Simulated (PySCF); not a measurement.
## Cl₂ at PBE0

Computed with PBE0; PySCF, no relativity, basis sets Cl 6-31G(d,p).

```json
{
  "state": "¹Σg⁺ (singlet), closed shell",
  "bond length": "2.011 Å",
  "harmonic wavenumber": "551 cm⁻¹",
  "force constant": "3.13 mdyn/Å",
  "rotational constant Be": "0.2384 cm⁻¹",
  "anharmonicity ωexe": "2.45 cm⁻¹",
  "vibration–rotation constant αe": "0.00145 cm⁻¹",
  "well depth De to Cl + Cl": "2.21 eV",
  "dissociation energy D0": "2.17 eV",
  "HOMO–LUMO gap": "5.39 eV",
  "bond order (Mayer)": "0.94"
}
```
